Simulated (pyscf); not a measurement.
`[O]=[B][OH]` + `[FH]` → `[O]=[B][OH]` + `[FH]` (concerted two-bond exchange; singlet surface; H–O, F–H broken, H–O, F–H formed). Optimised with ωB97X-D3(BJ)/def2-SVP in PySCF. MP2 and CC: frozen core, UHF for open shells. ΔMP2 is the change of the MP2 total energy from the triple- to the quadruple-zeta basis. Energies in eV from the separated reactants.

```csv
level,barrier,reaction energy
ωB97X-D3(BJ)/def2-TZVP,0.89,0.00
PBE/def2-TZVP,0.60,0.00
r²SCAN/def2-TZVP,0.65,0.00
MP2/def2-QZVPP,1.00,0.00
CCSD/def2-TZVPP,1.15,0.00
CCSD(T)/def2-TZVPP,1.02,0.00
CCSD(T)/def2-TZVPP + ΔMP2(QZVPP),…,0.00
```

Question: What belongs in the gaps?

Answer: 
- CCSD(T)/def2-TZVPP + ΔMP2(QZVPP), barrier: 1.05

Of the functionals in the table, ωB97X-D3(BJ) is closest to CCSD(T)/def2-TZVPP + ΔMP2(QZVPP) in the barrier (0.15 eV apart) and PBE least close (0.45 eV); that level has limits of its own. On the reactant side the descent ends in a bound adduct, 0.39 eV under the separated species and 1.29 eV under the saddle at ωB97X-D3(BJ)/def2-TZVP. On the product side the descent ends in a bound adduct, 0.39 eV under the separated species and 1.28 eV under the saddle at ωB97X-D3(BJ)/def2-TZVP. The same reactants have a lower exit, to HO–B(OH)–F (barrier +0.15 eV at ωB97M-D3(BJ), against +0.87 eV here). This is the saddle that the search found; another between the same sides may lie lower. The CCSD(T) − MP2 part came from Ansatz, without density fitting, on the same reference.
